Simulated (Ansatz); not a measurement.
**doublet LiF(+): levels of theory in one basis**

```xyz
2

Li    0.0323   -0.0304   -1.0299
F    -0.0054   -0.0396    0.9768
```

Basis set: def2-SVP (spherical functions). Correlated methods keep 1 orbital frozen. Correlation on ROHF uses semicanonical orbitals with singles. Charge 1, multiplicity 2.

Computed with Ansatz (development build ahead of 0.2.0); each method stands on the lowest determinant of its kind that the runs found.

```json
{"method": "ROHF", "E − E(ROHF) (eV)": "0.00", "<S²> of the determinant": "0.75"}
{"method": "UHF", "E − E(ROHF) (eV)": "-0.10", "<S²> of the determinant": "0.75"}
{"method": "ROHF-MP2", "E − E(ROHF) (eV)": "-3.98", "<S²> of the determinant": "–"}
{"method": "UHF-MP2", "E − E(ROHF) (eV)": "-3.98", "<S²> of the determinant": "0.75"}
{"method": "ROHF-CCSD(T)", "E − E(ROHF) (eV)": "-4.32", "<S²> of the determinant": "–"}
{"method": "UHF-CCSD(T)", "E − E(ROHF) (eV)": "-4.32", "<S²> of the determinant": "0.75"}
```

Question: Is a single determinant a sound starting point here?

Answer: By this sign, yes. Unrestricted orbitals gain 0.10 eV and <S²> is 0.75 against 0.75 for a pure state.
